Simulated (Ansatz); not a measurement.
Harmonic frequencies (cm⁻¹) at PBE0-D4/def2-TZVP from Ansatz: 98, 155, 279, 394, 407, 509, 606, 750, 835, 886, 900, 927, 941, 2193, 2199, 2212, 2225, 3914.

Each molecule was computed in one conformer, which needn't be the lowest.

Which molecule is it?
A. `C[SiH2]`•
B. `O[SiH2][SiH2]`•
C. `O[SiH][SiH3]`•
D. `[SiH2]O[SiH3]`•

C.
